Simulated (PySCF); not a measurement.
# AlH₂⁺: a ladder of methods

Aim: at the PBE0 minimum of singlet AlH₂⁺, found before, compare methods on energies and levels.

Method: several methods, basis Al def2-TZVP, H def2-TZVP, no relativity, density fitting; program: PySCF 2.14.0.

## 1. Starting geometry

3 atoms, charge 1, spin multiplicity 1.

Bond lengths: Al1–H2 1.554 Å, Al1–H3 1.554 Å. Angles: H2–Al1–H3 180.0°.

Z-matrix (Å, degrees; charge 1 multiplicity 1):
```
Al
H  1 1.5537
H  1 1.5537 2 180.00
```

## 2. PBE0

The steps are one call of a driver around PySCF; scf.py gives each level's set-up. Each SCF starts from the density of the minimum. The driver also runs the species with one electron less or more at the same geometry (one less: multiplicity 2, one more: multiplicity 2); their logs are not shown.

Input file scf.py:

```python
from pyscf import gto, scf, dft
mol = gto.M(atom='''
Al     0.000000     0.000000     0.000000
H      0.000000     0.000000     1.553710
H      0.000000    -0.000000    -1.553710''',
    basis={'Al': 'def2-TZVP', 'H': 'def2-TZVP'},
    charge=1, spin=0)
mf = dft.RKS(mol, xc='PBE0')
mf.grids.atom_grid = (99, 590)
aux = {'Al': 'def2-universal-JKFIT', 'H': 'def2-universal-JKFIT'}
mf = mf.density_fit(auxbasis=aux)
mf.kernel()
```

## 3. CCSD(T)

scf.py: that of step 2 with these lines changed.

```diff
@@ -8,2 +8 @@
-mf = dft.RKS(mol, xc='PBE0')
-mf.grids.atom_grid = (99, 590)
+mf = scf.RHF(mol)
@@ -12,0 +12,3 @@
+from pyscf import cc
+mycc = cc.CCSD(mf, frozen=5).run()
+mycc.ccsd_t()
```

## 4. HF

scf.py: that of step 3 with these lines changed.

```diff
@@ -12,3 +11,0 @@
-from pyscf import cc
-mycc = cc.CCSD(mf, frozen=5).run()
-mycc.ccsd_t()
```

## 5. PBE

scf.py: that of step 4 with these lines changed.

```diff
@@ -8 +8,2 @@
-mf = scf.RHF(mol)
+mf = dft.RKS(mol, xc='PBE')
+mf.grids.atom_grid = (99, 590)
```

## 6. r2SCAN

scf.py: that of step 5 with these lines changed.

```diff
@@ -8 +8 @@
-mf = dft.RKS(mol, xc='PBE')
+mf = dft.RKS(mol, xc='R2SCAN')
```

## 7. B3LYP

scf.py: that of step 6 with these lines changed.

```diff
@@ -8 +8 @@
-mf = dft.RKS(mol, xc='R2SCAN')
+mf = dft.RKS(mol, xc='B3LYP')
```

## 8. TPSSh

scf.py: that of step 7 with these lines changed.

```diff
@@ -8 +8 @@
-mf = dft.RKS(mol, xc='B3LYP')
+mf = dft.RKS(mol, xc='TPSSH')
```

## 9. BHandHLYP

scf.py: that of step 8 with these lines changed.

```diff
@@ -8 +8 @@
-mf = dft.RKS(mol, xc='TPSSH')
+mf = dft.RKS(mol, xc='BHANDHLYP')
```

## 10. PBEsol

scf.py: that of step 9 with these lines changed.

```diff
@@ -8 +8 @@
-mf = dft.RKS(mol, xc='BHANDHLYP')
+mf = dft.RKS(mol, xc='PBEsol')
```

(Steps that only read results are left out.)

**Question.** What will these runs give? Wanted: vertical ionisation energy, CCSD(T); vertical electron affinity, CCSD(T); orbital gap, range; T1, D1; T1, D1 of the species with one electron less; T1, D1 of the species with one electron more.

The runs gave:

| quantity | value |
| --- | --- |
| vertical ionisation energy, CCSD(T) | 19.15 eV |
| vertical electron affinity, CCSD(T) | 6.00 eV |
| orbital gap, range | 5.83 (PBEsol) to 14.03 (HF) eV |
| T1, D1 | 0.010, 0.019 |
| T1, D1 of the species with one electron less | 0.049, 0.084 |
| T1, D1 of the species with one electron more | 0.019, 0.054 |

In words: For the vertical ionisation energy, B3LYP comes nearest to CCSD(T) (-0.04 eV) and HF is farthest (-0.81 eV). CCSD(T) took 8.7 s, about 5 times as long as B3LYP (1.9 s), which misses it by 0.04 eV. For the vertical electron affinity, BHandHLYP comes nearest to CCSD(T) (+0.01 eV) and HF is farthest (-0.43 eV). PBE's −ε(HOMO), 14.9 eV, falls 4.2 eV short of the ionisation energy, while its energy difference gives 18.9 eV. T1 of the species with one electron less is large, so the CCSD(T) value that rests on it is in doubt and small misses rank nothing.
